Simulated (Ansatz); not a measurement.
The input, for Ansatz 0.2.0:

```yaml
crystal:
  periodic: [false, false, false]
  atoms:
    - {symbol: As, position_ang: [0.000000, -0.036735, 0.000000]}
    - {symbol: H, position_ang: [0.000000, 1.365282, -1.425806]}
    - {symbol: H, position_ang: [0.000000, 1.365279, 1.425808]}
basis:
  gaussian: {orbitals: cc-pVDZ, fitting: {mean_field: def2-universal-jkfit}}
total_charge: 1
magnetization: {spin_polarized: true, initial_magnetization: 0}
hamiltonian: {xc: {name: PBE0}}
correlation: {method: ccsd, electrons: outside_noble_gas}
```

```sh
$ ansatz run in.yaml --threads 1 --pin off --events-out ev --progress --plain --max-ram 2393MiB
```

Output:

```
302 factors; integrals over basis functions are off by at most 5.9e-1 eV
mean field evaluation 1: about -60852.8667 eV, gradient 3.7e0 eV
mean field evaluation 2: about -60852.8677 eV, gradient 3.7e0 eV
mean field evaluation 4: about -60852.9639 eV, gradient 2.1e-1 eV
mean field evaluation 8: about -60852.9641 eV, gradient 2.0e-4 eV
mean field evaluation 16: about -60852.9639 eV, gradient 4.0e-2 eV
mean field -60852.96413516 eV, -2236.3051843467 hartree, gradient 3.6e-6 eV, S^2 0.000000; 4 other end points of the search recorded, 0 dependent functions left out
14 core orbitals not correlated: weight in the atoms' cores, before any rotation towards them, 1.000 or more for the frozen orbitals, at most 0.000 for the correlated occupied ones
reference -60814.09467296 eV, -2234.8767579575 hartree; 3, 3 occupied and 20, 20 virtual orbitals, 302 factors
second order -2.87294967 eV of doubles, -0.13459579 eV of singles
cycle   1  -3.50735556 eV  change   -5.0e-1 eV  update   7.6e-2
cycle   2  -3.81913111 eV  change   -3.1e-1 eV  update   3.6e-2
cycle   3  -3.84244736 eV  change   -2.3e-2 eV  update   8.7e-3
cycle   4  -3.84674005 eV  change   -4.3e-3 eV  update   3.0e-3
cycle   5  -3.84672370 eV  change    1.6e-5 eV  update   1.2e-3
cycle   6  -3.84647330 eV  change    2.5e-4 eV  update   4.0e-4
cycle   7  -3.84657304 eV  change   -1.0e-4 eV  update   1.1e-4
cycle   8  -3.84660758 eV  change   -3.5e-5 eV  update   3.6e-5
cycle   9  -3.84659571 eV  change    1.2e-5 eV  update   1.1e-5
cycle  10  -3.84660240 eV  change   -6.7e-6 eV  update   2.9e-6
Total energy: -60817.94127537 eV, -2235.0181179885 hartree
```

Ran on 1 thread of Arm Neoverse V2, shared host: 1.4 s wall, 0.18 GiB peak host memory.
